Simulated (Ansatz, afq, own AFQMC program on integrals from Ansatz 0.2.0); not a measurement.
C$_{2}$H$_{3}$, doublet: AFQMC among the cluster methods

```xyz
5

C    -0.0123    0.0000    0.5370
C    -0.0247    0.0000   -0.7609
H     1.1088    0.0000    0.5535
H    -0.3335    0.9129    1.0572
H    -0.3335   -0.9129    1.0572
```

Connectivity, by distances: CH3–C.

Basis cc-pVDZ. Only valence electrons are correlated. Ansatz 0.2.0 and our own AFQMC program on the same integrals; the CISD trial comes from CCSD amplitudes, and released means the phaseless constraint is let go. Free AFQMC starts from the CCSD state and is never constrained. Its projection time is finite, and what remains of the start isn't in its error. Error bars are statistical, one sigma.

Determinant: UHF, the one that the program's search chose, which needn't be the lowest solution. The geometry is a point of a scan.

No full CI on the walks' own integrals is used here. The released AFQMC energy serves as the reference, which it does only where one determinant dominates, the energy is flat over the last release times and near the phaseless one (40 meV or 2 meV an electron, half that with transition metals). On small molecules, where full CI could be run and the noise was under 10 meV, such values lay within 10 meV of it in 19 cases of 20, a flattering rate, since the rule was set on those same cases; what remains of the bias isn't in the error bar.

Cautions: the released value is read at 1.62 1/Eh with a noise of 17 meV, more than in the cases checked, later times being too noisy (meV from the phaseless value at times in 1/Eh: -19 ± 15 at 0.24, -29 ± 13 at 0.51, -55 ± 15 at 0.99, -22 ± 17 at 1.62, -42 ± 20 at 2.40).

```
T1 diagnostic                               : 0.0234
weight of the determinant in the CISD state : 0.884
⟨S²⟩ of the determinant                     : 0.790
size of the correlated space                : 11 electrons in 41 orbitals
```

| level | correlation energy (eV) |
| --- | --- |
| MP2 | -6.1157 |
| CCSD | -7.0866 |
| CCSD(T) | -7.2865 |

(1) Estimate where AFQMC with the constraint released lies against CCSD(T) on the same integrals.

(1) 0.9 ± 1.7 kJ/mol below CCSD(T). The gap is under twice the noise, so this walk alone can't tell the two apart.

Reference: AFQMC with the constraint released, correlation energy -7.296 ± 0.017 eV.

| level | E − E(reference) (kJ/mol) | share of correlation (%) |
| --- | --- | --- |
| CCSD(T) | 0.9 ± 1.7 | 99.87 |
| ph-AFQMC/HF | -7.7 ± 4.6 | 101.09 |
| ph-AFQMC/CISD | 2.2 ± 1.9 | 99.69 |
| free AFQMC | -2.5 ± 2.2 | 100.35 |

Free projections are given only where their last times agree within the noise and don't stop above the reference; a slow remainder of the start can still hide under it. A walk keeps the symmetry of its determinant, which the program's search chose and which needn't be the lowest solution, so a lower state of the same spin and another symmetry isn't excluded. Released energies are given only where the last usable release times agree within the noise; a slower fall can still hide under it.
